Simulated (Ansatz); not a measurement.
# Al₂F+ (quintet): wave-function methods side by side, def2-QZVPP

An exercise on one series of results from a longer session: the logs are not shown, and one member is left open.

The runs use Ansatz 0.2.0, Gaussian basis; def2-QZVPP, core rule «outside noble gas», up to 11 orbitals frozen.

Plan: UHF; ROHF; CCSD(T) on UHF.

### What is computed

The geometry is a PBE0/def2-TZVP stationary point (not a proven minimum) of the parent state, kept for this charge and spin.

3 atoms, charge 1, spin multiplicity 5.

Atoms are counted from 1 here; the program's logs count them from 0.

Bond lengths: Al1–Al2 2.338 Å, Al2–F3 1.647 Å. Angles: Al1–Al2–F3 180.0°.

Set-up of the first run:

in.yaml

```yaml
crystal:
  periodic: [false, false, false]
  atoms:
    - {symbol: Al, position_ang: [0.000000, 0.000000, 2.107800]}
    - {symbol: Al, position_ang: [0.000000, 0.000000, -0.230400]}
    - {symbol: F, position_ang: [0.000000, 0.000000, -1.877400]}
basis:
  gaussian: {orbitals: "def2-QZVPP.json"}
total_charge: 1
magnetization: {spin_polarized: true, initial_magnetization: 4}
hamiltonian: {xc: hf}
output: {orbitals: {seedname: orbitals}}
```

Run with:

```bash
$ ansatz run in.yaml --threads 1 --pin off --events-out ev --progress --plain --max-ram 2393MiB
```

Among the steps run: UHF; ROHF; CCSD(T) on UHF.

One table of the session follows, with a row left open; its other results are not shown here.

It belongs to the step «Misses and costs». 

| method | from UCCSD(T) (meV) |
| --- | --- |
| ROHF | +9445.7 |
| UHF | +9436.3 |
| UMP2 | +467.8 |
| UCCSD | ? |
| UCCSD(T) | 0 |

Q: Estimate the row for UCCSD from the others.

**Answer.** from UCCSD(T) (meV): +312.3. In the column «from UCCSD(T) (meV)» it lies between UCCSD(T) (0) and UMP2 (+467.8).
